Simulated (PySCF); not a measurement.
Gas-phase thermal properties of Al2O2

Method: PySCF energies (xtb for GFN2) plus ideal-gas RRHO corrections (1 bar). 'Table' is the NASA 1993 thermochemical table (part measured, part estimated). S°(298 K) at PBE0/def2-TZVP differs from the NASA 1993 table for Al2O2 (-11 J/mol/K); whether the harmonic model or the table's entry is off was not settled. 6-31G* has spherical d functions here. All species are closed-shell singlets. B3LYP is the form with VWN-RPA correlation. The harmonic model lacks anharmonicity and excited electronic states, which grow with temperature; levels with a mode under 35 cm⁻¹ are left out. Strong static correlation: Al2O2. The table's entry may be an old estimate for Al2O2 (not checked at source).

```
level           point group  σ  ZPE (kJ/mol)  S°298 (J/mol/K)  Cp298 (J/mol/K)  S°1000 (J/mol/K)  H1000 − H298 (kJ/mol)
--------------  -----------  -  ------------  ---------------  ---------------  ----------------  ---------------------
table                     -  -             -            281.0             67.2             373.2                   54.4
B3LYP/6-31G*            D2h  4          21.1            271.0             60.2             358.8                   52.3
GFN2-xTB                D2h  4          19.9            272.3             61.8             361.3                   52.8
HF/6-31G*               D2h  4          22.2            269.6             58.9             356.4                   51.8
PBE0/def2-TZVP          D2h  4          21.6            270.1             59.4             357.4                   52.0
```
σ: rotational symmetry number. Electronic degeneracy used: 1. Frequencies are unscaled.
